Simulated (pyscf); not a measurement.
**Multi-bond step: H₃C–CH₂–Zn–OH (SMILES C[CH2][Zn][OH]) + H₂ (SMILES [H][H]) -> H₃C–CH₃ (SMILES CC) + HO–ZnH (SMILES [OH][ZnH])**

Gas phase, singlet surface, charge 0. Bonds broken: C1–H5, C2–Zn3, H11–H12. Bonds formed: C1–H11, C2–H5, Zn3–H12. Single points on ωB97X-D3(BJ)/def2-SVP structures (PySCF, gas phase).

Transition state (Å):

```xyz
12

C      0.9970     1.5678     0.5265
C      0.5820     0.0653     0.9554
Zn    -0.9408    -0.4616    -0.4365
O     -2.0604    -1.8088    -0.8793
H      1.5040     0.9714     1.4539
H      1.9334     1.7344    -0.0206
H      0.6409     2.4172     1.1228
H      0.1527    -0.0031     1.9670
H      1.4003    -0.6641     0.8522
H     -1.9830    -2.5936    -0.3274
H      0.1257     1.5648    -0.4565
H     -0.6517     1.1408    -1.0795
```

One imaginary mode, 1594i cm⁻¹; descent along it reached the two sides named.

| bond | change | reactant side (Å) | saddle | product side |
|---|---|---|---|---|
| C1–H5 | breaks | 1.104 | 1.214 | 2.187 |
| C2–Zn3 | breaks | 1.939 | 2.129 | 3.1 |
| H11–H12 | breaks | 0.763 | 1.083 | 2.7 |
| C1–H11 | forms | 3.4 | 1.314 | 1.102 |
| C2–H5 | forms | 2.202 | 1.385 | 1.102 |
| Zn3–H12 | forms | 2.6 | 1.751 | 1.521 |

Electronic energies relative to the separated reactants (kcal/mol):

```json
[
 {"level": "ωB97X-D3(BJ)/def2-TZVP", "barrier": "83.8", "reaction energy": "-11.6", "reverse barrier": "95.4"},
 {"level": "PBE/def2-TZVP", "barrier": "72.4", "reaction energy": "-11.5", "reverse barrier": "83.9"},
 {"level": "r²SCAN/def2-TZVP", "barrier": "75.0", "reaction energy": "-11.8", "reverse barrier": "86.9"},
 {"level": "B3LYP-D3(BJ)/def2-TZVP", "barrier": "81.1", "reaction energy": "-12.2", "reverse barrier": "93.3"},
 {"level": "PBE0-D3(BJ)/def2-TZVP", "barrier": "76.3", "reaction energy": "-12.2", "reverse barrier": "88.6"},
 {"level": "M06-2X/def2-TZVP", "barrier": "80.9", "reaction energy": "-10.9", "reverse barrier": "91.8"},
 {"level": "ωB97M-D3(BJ)/def2-TZVP", "barrier": "82.2", "reaction energy": "-13.3", "reverse barrier": "95.4"},
 {"level": "HF/def2-TZVP", "barrier": "103.8", "reaction energy": "-19.9", "reverse barrier": "123.7"}
]
```

With ωB97M-D3(BJ)/def2-TZVP energies and thermal terms (ideal gas, 1 atm, RRHO with modes under 100 cm⁻¹ raised to 100, one conformer, R ln 2 for rigid chiral ones), in kcal/mol:

| T (K) | ΔH‡ | ΔG‡ | ΔH | ΔG |
|---|---|---|---|---|
| 298 | 80.2 | 89.3 | -10.8 | -11.6 |
| 600 | 79.6 | 98.9 | -12.3 | -11.7 |
| 900 | 79.8 | 108.6 | -13.4 | -11.2 |
| 1200 | 80.3 | 118.1 | -14.1 | -10.3 |

From the product side, [HO–Zn]• + H• + H₃C–CH₃ lies, by one bond made or cut, 12.1 kcal/mol under this saddle at ωB97M-D3(BJ). The same reactants have a lower exit, to •H₂C–CH₃ + [HO–Zn]• + H₂ (no saddle counted: cutting one bond costs +70.3 kcal/mol at ωB97M-D3(BJ), against +82.2 kcal/mol here). Another saddle between the same species, by other bonds, lies lower (46.2 kcal/mol against 82.2 kcal/mol at ωB97M-D3(BJ)). Elements up to Kr have no core potential and no relativistic terms here.
